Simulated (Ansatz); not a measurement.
# ClHOSi: a rigid scan of the bond length O1–H4

Aim: the energy along the bond length O1–H4, from CCSD(T) and from cheaper methods, relative to the minimum. No other atom is relaxed.

The runs use Ansatz 0.2.0, Gaussian basis; single points in def2-TZVPP.

Levels: PBE-D4, r2SCAN-D4, PBE0-D4, B3LYP-D4, wB97M-V, Hartree-Fock, MP2, CCSD, CCSD(T). The scan takes 0.867, 0.886, 0.914, 0.947, 0.984, 1.023, 1.065, 1.109, 1.155 Å.

Cores are frozen in the correlated methods. B3LYP uses VWN-RPA correlation.

28 further runs of the same task are left out: 28 set aside as unsound or not needed.

### 1 The system as given

The minimum, relaxed at PBE0-D4: SMILES `O[Si]Cl`, 4 atoms, charge 0, spin multiplicity 1.

Atoms are counted from 1 here; the program's logs count them from 0.

Bond lengths: O1–Si2 1.637 Å, O1–H4 0.963 Å, Si2–Cl3 2.110 Å. Angles: Si2–O1–H4 120.4°, O1–Si2–Cl3 101.3°.

Coordinates:

```xyz
4
charge 0, multiplicity 1
O    -0.9118    0.4502   -0.3087
Si   -0.4342   -0.7897    0.6470
Cl    1.6623   -0.7010    0.4214
H    -0.2608    0.9804   -0.7800
```

Energies of the minimum (eV), from earlier single points: PBE-D4 -22455.85294, r2SCAN-D4 -22464.40008, PBE0-D4 -22457.42404, B3LYP-D4 -22468.11682, wB97M-V -22465.49753, CCSD(T) -22438.11348.

At the minimum the bond length O1–H4 is 0.963 Å.

### 2 O1–H4 = 0.867 Å

The input, ccsdt-tzvpp/in.yaml:

```yaml
crystal:
  periodic: [false, false, false]
  atoms:
    - {symbol: O, position_ang: [-0.911755, 0.450160, -0.308684]}
    - {symbol: Si, position_ang: [-0.434209, -0.789716, 0.647025]}
    - {symbol: Cl, position_ang: [1.662272, -0.701008, 0.421355]}
    - {symbol: H, position_ang: [-0.325578, 0.927606, -0.733100]}
basis:
  gaussian: {orbitals: def2-TZVPP}
correlation: {method: ccsd_t}
```

The command line of these runs was not kept.

Further steps of the session: O1–H4 = 0.886 Å; O1–H4 = 0.914 Å; O1–H4 = 0.947 Å; O1–H4 = 0.984 Å; O1–H4 = 1.023 Å; O1–H4 = 1.065 Å; O1–H4 = 1.109 Å; O1–H4 = 1.155 Å.

Before running it: what results should come out? Wanted: highest point, CCSD(T); lowest point, CCSD(T); minimum along the scan, CCSD(T); RMS deviation from CCSD(T); largest T1 diagnostic.

**Answer**, as computed:

```
                       quantity                                                                                                                      value
         highest point, CCSD(T)                                                                                                        0.636 eV at 1.155 Å
          lowest point, CCSD(T)                                                                                                        0.000 eV at 0.963 Å
minimum along the scan, CCSD(T)                                                                                                                    0.961 Å
                curvature there                                                                                                                 52.3 eV/Å²
     RMS deviation from CCSD(T)  PBE-D4 0.055, r2SCAN-D4 0.013, PBE0-D4 0.005, B3LYP-D4 0.012, wB97M-V 0.001, Hartree-Fock 0.114, MP2 0.006, CCSD 0.017 eV
          largest T1 diagnostic                                                                                                                      0.015
```

What this shows: A polynomial through the near points puts the CCSD(T) minimum 0.002 Å below the PBE0-D4 value. It is steeper on the short side than on the long one. Curvature against CCSD(T): PBE-D4 -8 %, Hartree-Fock +16 %. wB97M-V follows the CCSD(T) curve best and Hartree-Fock worst.
